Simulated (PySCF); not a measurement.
Ionisation of thietane

Molecule: thietane, `C1CSC1` (C3H6S). Optimised structure (Å), atoms numbered from 1:
```
C    -0.0762    0.4657   -0.5508
C     1.1681   -0.1371    0.1137
S     0.1543   -1.4443    0.9172
C    -1.0963   -0.2102    0.3745
H    -0.1155    1.5662   -0.5832
H    -0.1823    0.0885   -1.5785
H     1.9513   -0.5168   -0.5580
H     1.6302    0.5236    0.8640
H    -1.4168    0.4255    1.2148
H    -1.9860   -0.6435   -0.1045
```

Computed at ωB97X-D3(BJ)/ma-def2-TZVP // PBE0-D3(BJ)/def2-SVP with PySCF (density fitting, grid level 2). The prefix ma- adds one diffuse s and one diffuse p function on all atoms but H. Zero-point and thermal terms (298.15 K, 1 bar) come from unscaled PBE0-D3(BJ)/def2-SVP harmonic frequencies, with soft modes damped to free rotors in the entropy.

Frontier levels of the parent: HOMO -8.75 eV, LUMO 1.26 eV.

Oxidation to the radical cation:
* Vertical ionisation energy (electronic): 8.71 eV
* Adiabatic ionisation energy (with zero-point energy): 8.58 eV
* Adiabatic, electronic part: 8.65 eV
* Vertical gap at the product's structure: 8.55 eV
* Inner reorganisation energy (four-point): 156 meV
* Relaxation of product / of parent: 59 / 97 meV
* ⟨S²⟩ of the product: 0.755
* Largest spin populations: S3 0.91
* Largest changes of atomic charge: S3 0.65
* Distances that move most (Å): C2–S3 1.839 → 1.811; S3–C4 1.839 → 1.811; C2–H 1.099 → 1.106; C4–H 1.099 → 1.106
* Potential in acetonitrile: 6.15 V absolute, 1.61 V against Fc+/Fc computed at 4.54 V (solvation -12 → -246 kJ/mol)

Solvents are IEF-PCM continua (electrostatics only, gas-phase structures); absolute potentials refer to an electron at rest in vacuum. Fc+/Fc in acetonitrile, 4.54 V, is ωB97X-D3(BJ)/ma-def2-TZVP on PBE0-D3(BJ)/def2-SVP structures with GFN2-xTB thermal terms. Benchmark calculations put it near 5.0 V in acetonitrile and DMSO, so it is about 0.5 V low, and the value against it can read up to that much too high.

Measured values (NIST Chemistry WebBook, evaluated or the median of agreeing entries): adiabatic ionisation energy 8.61 eV (computed 8.58, difference -0.03).
